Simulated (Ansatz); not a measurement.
Computed with Ansatz on PBE0-D4/def2-TZVP structures; ΔE is electronic, products minus reactants. CBS: MP2 limit from def2 TZ/QZ plus the TZ coupled-cluster correction, frozen cores. This one scheme is used for every species. Functionals use def2-TZVPP.

`CC(F)(F)F` + H₂ → `CC(F)F` + H–F  (hydrogenolysis of a C–F bond)

```json
{"level": "r2SCANh-D4", "ΔE (kJ/mol)": "-26.0"}
{"level": "CAM-B3LYP-D4", "ΔE (kJ/mol)": "-32.6"}
{"level": "PBE", "ΔE (kJ/mol)": "-34.2"}
{"level": "r2SCAN0", "ΔE (kJ/mol)": "-29.6"}
{"level": "BHLYP", "ΔE (kJ/mol)": "-38.7"}
{"level": "RPA@PBE/def2-TZVPP", "ΔE (kJ/mol)": "-37.6"}
{"level": "HF/def2-TZVPP", "ΔE (kJ/mol)": "-37.5"}
{"level": "CCSD/def2-TZVPP", "ΔE (kJ/mol)": "-42.0"}
```

Q: What does CCSD(T)/CBS give? (Estimate.)

A: Ansatz gave: -44.6 kJ/mol. The listed levels differ from it by 18.6, 12.0, 10.4, 15.0, 5.9, 7.0, 7.1, 2.6 kJ/mol.

Largest T1 diagnostic among the species: 0.011.

At CCSD(T), def2-SVP lies +29.2 kJ/mol from the extrapolated value and def2-TZVPP +5.4 kJ/mol. Leaving LDA and LC-ωPBE aside and taking each functional with its dispersion term where it has one, the values, not all of them listed here, spread over 15.5 kJ/mol, from B2PLYP to r2SCAN-D4. LDA lies +12.4 kJ/mol from PBE without D4.
